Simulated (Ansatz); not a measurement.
**CH₈AlN: a short trajectory**

Aim: follow the atoms for 40 steps of 1.0 fs at constant energy, with velocities drawn for 1000 K, and see to which side of the barrier the system falls.

Method: SPW92/6-31G; program: Ansatz 0.2.0, Gaussian basis.

1 further run of the same task is left out (it didn't finish).

**1. Where the work starts**

The start, a first-order saddle point found at PBE0-D4 in triple zeta: 11 atoms, charge 0, spin multiplicity 1.

Atoms are counted from 1 here; the program's logs count them from 0.

Bond lengths: Al1–N2 1.911 Å, Al1–H3 1.588 Å, Al1–H4 1.588 Å, Al1–H5 1.795 Å, Al1–C6 2.164 Å, N2–H7 1.011 Å, N2–H8 1.010 Å, C6–H9 1.092 Å, C6–H10 1.103 Å, C6–H11 1.093 Å. Angles: N2–Al1–H3 113.5°, N2–Al1–H4 113.5°, N2–Al1–H5 42.4°, N2–Al1–C6 83.2°, H3–Al1–H4 123.6°, H3–Al1–H5 117.8°, H3–Al1–C6 107.4°, H4–Al1–H5 117.7°, H4–Al1–C6 107.3°, H5–Al1–C6 40.8°, Al1–N2–H7 121.7°, Al1–N2–H8 121.7°, H7–N2–H8 109.7°, Al1–C6–H9 123.5°, Al1–C6–H10 81.5°, Al1–C6–H11 122.8°, H9–C6–H10 105.1°, H9–C6–H11 109.5° and more.

Geometry (Å):

```
atom    x (Å)    y (Å)    z (Å)
 Al1  -0.3448  -0.0945  -1.0397
  N2   1.1293   0.9406  -0.4020
  H3   0.0927  -1.4126  -1.8096
  H4  -1.6065   0.7817  -1.4425
  H5   0.4454   0.2565   0.5328
  C6  -0.5598  -0.6072   1.0519
  H7   1.0828   1.9481  -0.3392
  H8   2.0857   0.6517  -0.5526
  H9   0.0840  -1.3245   1.5661
 H10  -1.3952  -1.2056   0.6515
 H11  -1.0135   0.0659   1.7833
```

**2. Dynamics**

md/in.yaml reads:

```yaml
crystal:
  periodic: [false, false, false]
  atoms:
    - {symbol: Al, position_ang: [-0.344816, -0.094494, -1.039696]}
    - {symbol: N, position_ang: [1.129262, 0.940591, -0.402025]}
    - {symbol: H, position_ang: [0.092701, -1.412589, -1.809625]}
    - {symbol: H, position_ang: [-1.606510, 0.781734, -1.442456]}
    - {symbol: H, position_ang: [0.445389, 0.256464, 0.532767]}
    - {symbol: C, position_ang: [-0.559817, -0.607154, 1.051944]}
    - {symbol: H, position_ang: [1.082757, 1.948067, -0.339198]}
    - {symbol: H, position_ang: [2.085728, 0.651719, -0.552559]}
    - {symbol: H, position_ang: [0.084018, -1.324503, 1.566076]}
    - {symbol: H, position_ang: [-1.395239, -1.205581, 0.651452]}
    - {symbol: H, position_ang: [-1.013473, 0.065946, 1.783319]}
basis:
  gaussian: {orbitals: 6-31G}
hamiltonian: {xc: lda}
md: {n_steps: 40, timestep: 1.0, temperature: 1000, ensemble: nve, seed: 222, initial_velocities: maxwell_boltzmann}
```

Launch:

```bash
$ ansatz run in.yaml --threads 2 --pin off --events-out ev --progress --plain --max-ram 4352MiB
```

**Question.** What will these runs give? Wanted: temperature at the start; mean temperature, second half; lowest and highest potential energy, from the first frame; largest change of potential + kinetic; bonds lost by distance.

**Answer**, as computed:

```
                                                 quantity              value
                                                   length  40 steps, 40.0 fs
                                 temperature at the start             1000 K
                            mean temperature, second half              941 K
lowest and highest potential energy, from the first frame   -240 and 443 meV
                    largest change of potential + kinetic           13.2 meV
                                   bonds lost by distance             Al1–H5
```

**Reading.** By the last frame it has moved towards the side where Al1–C6, N2–H5 form. With no thermostat the total energy should stay fixed; it holds within 13.2 meV, small beside the kinetic energy, so the time step serves. The instant temperature ranges from 630 to 1207 K, as energy passes between motion and strain.
